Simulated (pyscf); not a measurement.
**Four-centre exchange: H₃Si–O–SiH₂–O–SiH₃ + HF → F–SiH₂–O–SiH₃ + HO–SiH₃**

Gas phase, singlet surface, charge 0. Bonds broken: Si3–O4, H14–F15. Bonds formed: Si3–F15, O4–H14. Structures and frequencies: ωB97X-D3(BJ)/def2-SVP in PySCF.

Transition state (Å):

```xyz
15

Si     1.7031    -0.6201    -1.1599
O      0.3039    -0.9052    -0.2836
Si    -1.2140    -0.2628    -0.4117
O     -1.3963     1.4761     0.1536
Si    -1.5104     2.1283     1.7299
H      2.2376     0.7415    -0.8760
H      2.7000    -1.6186    -0.6814
H      1.4980    -0.8090    -2.6202
H     -2.1548    -0.6965    -1.4694
H     -1.8239    -0.7776     0.8620
H     -2.8180     1.7095     2.2854
H     -0.3822     1.6114     2.5431
H     -1.4274     3.6001     1.5647
H     -0.8828     1.7366    -0.7639
F     -0.4733     0.9795    -1.7495
```

One imaginary mode, 539i cm⁻¹; descent along it reached the two sides named, in the forms told below.

```json
[
 {"bond": "Si3–O4", "change": "breaks", "reactant side (Å)": "1.687", "saddle": "1.838", "product side": "2.8"},
 {"bond": "H14–F15", "change": "breaks", "reactant side (Å)": "0.942", "saddle": "1.309", "product side": "2.296"},
 {"bond": "Si3–F15", "change": "forms", "reactant side (Å)": "3.0", "saddle": "1.970", "product side": "1.632"},
 {"bond": "O4–H14", "change": "forms", "reactant side (Å)": "1.700", "saddle": "1.083", "product side": "0.963"}
]
```

Electronic energies relative to the separated reactants (kcal/mol):

```
level                   barrier  reaction energy  reverse barrier
----------------------  -------  ---------------  ---------------
ωB97X-D3(BJ)/def2-TZVP     17.9             -4.6             22.5
PBE/def2-TZVP              14.0             -8.6             22.6
r²SCAN/def2-TZVP           15.1             -7.6             22.7
B3LYP-D3(BJ)/def2-TZVP     18.2             -5.9             24.1
PBE0-D3(BJ)/def2-TZVP      16.5             -5.7             22.2
M06-2X/def2-TZVP           17.8             -5.8             23.5
ωB97M-D3(BJ)/def2-TZVP     17.3             -6.5             23.9
HF/def2-TZVP               34.4             -8.2             42.6
```

With ωB97M-D3(BJ)/def2-TZVP energies and thermal terms (ideal gas, 1 atm, RRHO with modes under 100 cm⁻¹ raised to 100, one conformer, R ln 2 for rigid chiral ones), in kcal/mol:

```json
[
 {"T (K)": "298", "ΔH‡": "16.9", "ΔG‡": "28.5", "ΔH": "-6.4", "ΔG": "-8.1"},
 {"T (K)": "600", "ΔH‡": "16.5", "ΔG‡": "40.5", "ΔH": "-7.0", "ΔG": "-9.6"},
 {"T (K)": "900", "ΔH‡": "16.6", "ΔG‡": "52.6", "ΔH": "-7.4", "ΔG": "-10.8"},
 {"T (K)": "1200", "ΔH‡": "16.9", "ΔG‡": "64.5", "ΔH": "-7.7", "ΔG": "-11.9"}
]
```

On the reactant side the descent ends in a complex, 6.8 kcal/mol under the separated species and 24.7 kcal/mol under the saddle at ωB97X-D3(BJ)/def2-TZVP. On the product side the descent ends in a complex (not fully relaxed), 4.9 kcal/mol under the separated species and 27.4 kcal/mol under the saddle at ωB97X-D3(BJ)/def2-TZVP. One saddle was located; it need not be the lowest between these sides.
